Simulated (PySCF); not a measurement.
Simulated C 1s region for chloroacetonitrile (`N#CCCl`), binding energy against the vacuum level.

Every computed line was given a Gaussian of 0.8 eV full width at half maximum and an area set by the number of equivalent atoms; the highest printed point is 100. Level of theory: delta-SCF UKS SCAN, pcX-2 on the ionised atom, pcseg-1 elsewhere, spin-free X2C (PySCF 2.14.0).

(binding energy (eV), intensity): (291.9, 0), (292.0, 1), (292.1, 1), (292.2, 3), (292.3, 7), (292.4, 13), (292.5, 22), (292.6, 35), (292.7, 52), (292.8, 69), (292.9, 85), (293.0, 96), (293.1, 100), (293.2, 95), (293.3, 84), (293.4, 69), (293.5, 54), (293.6, 44), (293.7, 41), (293.8, 45), (293.9, 55), (294.0, 70), (294.1, 85), (294.2, 96), (294.3, 100), (294.4, 96), (294.5, 84), (294.6, 68), (294.7, 50), (294.8, 34), (294.9, 21), (295.0, 12), (295.1, 6), (295.2, 3), (295.3, 1), (295.4, 1), (295.5, 0)

**Question.** Count the maxima, the lines and the sites behind this envelope.

**Answer.** The curve has 2 maxima (at 293.1 and 294.3 eV). Under it lie 2 lines from 2 inequivalent carbon sites.

**Question.** Decompose the envelope and assign each component. Numbering: `[N:1]#[C:2][CH2:3][Cl:4]`.

**Answer.** 
| position (eV) | relative area | line | atoms | environment |
| --- | --- | --- | --- | --- |
| 293.09 | 1 | C 1s | C2 | nitrile carbon |
| 294.30 | 1 | C 1s | C3 | sp3 C–Cl carbon |

**Question.** What are the centre and the root-mean-square width of the whole band?

**Answer.** The area-weighted mean of the lines is 293.70 eV. Their own spread about it is 0.61 eV (rms) and each Gaussian has σ = 0.8/2.355 = 0.34 eV; the variances add, which gives 0.70 eV.

**Question.** Above which line width would these two lines show one maximum?

**Answer.** Two equal Gaussians merge once their distance is under 2σ = FWHM/1.177. With 1.21 eV between them that is a full width over 1.42 eV.

Lowest listed C 1s: C2, bonded to N (triple bond) and C. Highest, 1.21 eV above it: C3, bonded to Cl, C and 2 H.

No satellites, vibrations or lifetime broadening are included. Isolated species at its PBE0-D3(BJ)/def2-SVP geometry, gas phase.

Hardware: Intel Xeon 6975P-C, one thread, no GPU, on a shared host. Cost: 10 s wall, 0.45 GiB resident at most.
